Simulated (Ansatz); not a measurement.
# Tungsten, bcc: convergence with Gaussian smearing

Computed with Ansatz, r²SCAN, scalar-relativistic PAW, on the relaxed cell (a = 3.170 Å; spin not included). Errors count from a run at 500 eV on a Γ-centred 23×23×23 mesh with Fermi-Dirac smearing of 0.1 eV, extrapolated to zero width. Fixed here: cutoff 500 eV, mesh 14×14×14. The SCF starts from atomic densities corrected by a trained network.

| width (eV) | E(σ→0) error (meV/atom) | F error (meV/atom) | P (GPa) | SCF iterations |
| --- | --- | --- | --- | --- |
| 0.01 | 9.7 | 9.7 | 0.17 | 6 |
| 0.03 | 9.7 | 9.5 | 0.17 | 6 |
| 0.1 | 9.5 | 8.0 | 0.17 | 6 |
| 0.2 | 9.1 | 3.8 | 0.02 | 6 |
| 0.3 | 8.4 | -2.5 | -0.11 | 6 |
| 0.6 | 7.2 | -33.8 | -0.12 | 6 |

What does the run at 1.0 give (width)?

E(σ→0) error (meV/atom): 14.5; F error (meV/atom): -109.0; P (GPa): 0.35; SCF iterations: 6.
